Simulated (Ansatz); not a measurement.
# H$_{2}$N–CH, HSi–NH$_{2}$, HGe–NH2: atomization energies

Ansatz 0.2.0, basis cc-pVTZ; geometries are PBE0/def2-TZVP minima. Wave-function levels freeze the cores with the filled d shells of p-block atoms; HF, MP2 and coupled cluster are restricted for singlets and unrestricted otherwise, atoms included, restricted open-shell where a d shell is frozen. NEVPT2 stands on CASSCF in the full valence space. The reference is CCSDT(Q) (coupled cluster only where its series has nearly closed). An error is the level's value less the reference. None of these values is a measured one. Energies are electronic, without zero-point terms. No spin–orbit coupling and no scalar relativity. The species are chosen: bound, without strong static correlation by their natural occupations or amplitudes, in their lowest spin state as far as vertical gaps and like structures tell, and with a ladder that closes on the reference, so errors are smaller than for species at large; levels whose determinant breaks symmetry or spin markedly are left out.

| species | bonds (Å) | quantity | symmetry of the states | reference | value (kcal/mol) | error CCSD | error CCSD(T) | error CCSDT | error NEVPT2 |
| --- | --- | --- | --- | --- | --- | --- | --- | --- | --- |
| H2N–CH, singlet | C–N 1.302, N–H 1.012/1.019, C–H 1.108, angles at C 106°, angles at N 114/120/126° | atomization | A' | CCSDT(Q) | 389.6 | -7.3 | -0.3 | -0.4 | -10.9 |
| HSi–NH2, singlet | N–Si 1.707, Si–H 1.532, N–H 1.008, angles at N 112/122/126°, angles at Si 94° | atomization | A' | CCSDT(Q) | 353.5 | -5.8 | -0.2 | -0.4 | -16.1 |

Question: One member is withheld: HGe–NH2, singlet (N–Ge 1.816, Ge–H 1.602, N–H 1.007/1.008, angles at N 112/122/126°, angles at Ge 93°), where CCSD gives 327.3 kcal/mol for the atomization. Estimate from the other members what CCSDT(Q) gives.

Answer: The errors of CCSD for the others average -6.5 kcal/mol; taking that off gives 333.8, which misses by 0.4, against 6.1 without the correction. The computed value at CCSDT(Q) is 333.4 kcal/mol. Errors against it: CCSD -6.2, CCSD(T) -0.3, CCSDT -0.5, NEVPT2 -14.4.

The reference falls from C to Ge, by 56.2 kcal/mol in all.
